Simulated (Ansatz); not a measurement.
Cohesive energy (eV/atom) of solids drawn from the class of oxides, at two levels: PBE (Ansatz, a first-principles code, plane waves, PAW), and LDA in Ansatz (plane waves, PAW).

```csv
solid,PBE,LDA
rock-salt CdO,2.94,3.92
corundum Cr2O3,5.50,6.72
rock-salt CaO,5.46,?
stishovite (SiO2),6.19,7.43
cubic perovskite KTaO3,6.33,7.43
corundum Ga2O3 (metastable phase),4.72,5.85
α-quartz (SiO2),6.38,7.43
cubic perovskite BaHfO3,6.86,7.95
rutile TiO2,6.86,8.09
cubic perovskite BaZrO3,6.77,7.87
```

Task: Estimate the withheld LDA value from the other rows.

Result: One way: carry over the typical difference. The differences LDA − PBE of the other rows, in order: 0.98, 1.05, 1.09, 1.10, 1.10, 1.13, 1.22, 1.23, 1.24; median 1.10. Rock-salt CaO: 5.46 + (1.10) = 6.56 eV/atom; the run gives 6.35 eV/atom. The differences spread from 0.98 to 1.24. Rock-salt CaO lies outside that spread.

Over all 10 rows LDA is the larger in 10.

Ansatz's runs of these crystals have no spin polarisation, but for corundum Cr2O3.

Density-functional runs with spin start from opposed moments for corundum Cr2O3.

Spin–orbit coupling is left out, also for the solids with elements from indium on (cubic perovskite KTaO3, cubic perovskite BaHfO3, cubic perovskite BaZrO3); its size isn't shown.

Free atoms are spin-polarised, in the lowest state found; at levels without +SOC their spin–orbit coupling is left out. Each level is taken at its own relaxed cell. Ansatz's density-functional and Hartree–Fock values are scalar-relativistic unless marked +SOC, with PAW data made under PBE.
